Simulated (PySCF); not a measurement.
**PH under electron impact: the energy ladder**

CCSD(T) in PySCF with def2-TZVPPD on every atom, for the lowest determinant that a PBE0 search found; no spin–orbit coupling.

```tsv
species	state (unpaired electrons)	Re (Å)	ωe (cm⁻¹)	energy of the minimum from the neutral (eV)	De (eV)	dissociates to
PH	triplet (π ↑↑)	1.425	2362	0.00	3.08	P + H
PH⁺	doublet (π ↑)	1.426	2388	10.11	3.43	P⁺ + H
```

**Question.** Work out the lowest energy to break PH into atoms, from its vibrational ground state.

**Answer.** D0 = De − ωe/2 = 3.08 − 0.15 = 2.93 eV (CCSD(T)/def2-TZVPPD).

**Question.** Work out the ionisation energy of the P atom at this level and the threshold of dissociative ionisation.

**Answer.** IE(P) = 10.11 + 3.43 − 3.08 = 10.46 eV, so P⁺ + H + e⁻ appears at D0 + IE(P) = 13.39 eV (CCSD(T)/def2-TZVPPD). The measured IE(P) is 10.487 eV (NIST ASD).

These are thermodynamic thresholds; the onsets seen under electron impact lie higher where the geometry changes, and cross-sections peak well above them.

Correlated steps freeze 5 core orbitals. For an ion De counts to the pair picked by the measured ionisation energies or electron affinities, which need not be the lowest pair at this level. States were picked by a PBE0 search and need not be the measured ground states.
